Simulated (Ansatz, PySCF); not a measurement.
System: C4H6, charge 0, singlet. C4H6 (buta-1,3-diene, SMILES C=CC=C).
B3LYP-D3(BJ)/def2-TZVP minimum from Ansatz (an electronic-structure program):
```xyz
10

C      0.5975     1.7431     0.0042
C      0.5995     0.4091     0.0007
C     -0.5995    -0.4091    -0.0007
C     -0.5975    -1.7431    -0.0042
H      1.5168     2.3130     0.0051
H     -0.3292     2.3053     0.0062
H      1.5464    -0.1238    -0.0012
H     -1.5464     0.1238     0.0012
H      0.3292    -2.3053    -0.0062
H     -1.5168    -2.3130    -0.0051
```
Charge 0, spin multiplicity 1.

Total energies in hartree (Ansatz). Open shells are spin-unrestricted; no spin-orbit coupling. Cores are frozen in correlated methods. No relativity. For partners of very few electrons the exact lower level stands in for a higher one. The restricted determinant of C4H6 (C=CC=C, singlet) is unstable towards broken spin symmetry in at least one set run.

```tsv
species	HF/cc-pVTZ	CCSD(T)/cc-pVTZ	HF/cc-pVQZ	CCSD(T)/cc-pVQZ	CCSD(T)/cc-pVDZ	CCSDT(Q)/cc-pVDZ
1: C4H6 (SMILES C=CC=C)	-154.97781	-155.69564	-154.98785	-155.74056	-155.53616	-155.53871
2: C (triplet)	-37.69157	-37.78076	-37.69331	-37.78654	-37.76038	-37.76071
3: H (doublet)	-0.49981	-0.49981	-0.49995	-0.49995	-0.49928	-0.49928
```

Task: Work out the enthalpy of formation at 298 K (by atomisation, with ideal-gas terms from PySCF's Hessian at B3LYP-D3(BJ)/def2-TZVP and the atoms' measured values of the G2/97 table; no spin-orbit terms) in kJ/mol: take Hartree-Fock from cc-pVQZ, extrapolate the CCSD(T) correlation energy as X^-3 (X = 3, 4), and add CCSDT(Q) - CCSD(T) in cc-pVDZ. The further terms named in the bracket sum to +1.65654 hartree. 1 hartree = 2625.5 kJ/mol.

Result: 
Species 1: correlation (64·(-0.75271) - 27·(-0.71783))/37 = -0.77816; step -0.00255; E1 = -154.98785 + (-0.77816) + (-0.00255) = -155.76856
Species 2: correlation (64·(-0.09323) - 27·(-0.08919))/37 = -0.09618; step -0.00033; E2 = -37.69331 + (-0.09618) + (-0.00033) = -37.78982
Species 3: correlation (64·(0.00000) - 27·(0.00000))/37 = 0.00000; step +0.00000; E3 = -0.49995 + (0.00000) + (+0.00000) = -0.49995
+1·E1 -4·E2 -6·E3 +1.65654 = 0.04696 hartree = 123.3 kJ/mol. Measured: 26.3 kcal/mol, 110.0 kJ/mol (G2/97 table in ASE (Curtiss et al.)); atomic spin-orbit terms, which the calculations lack, would raise the computed values. The composite differs from it by +13.2 kJ/mol; core, relativistic and spin-orbit terms are not in it. So large a gap may also come from another state or conformer, or from a fault of the table, which was not checked at its source.
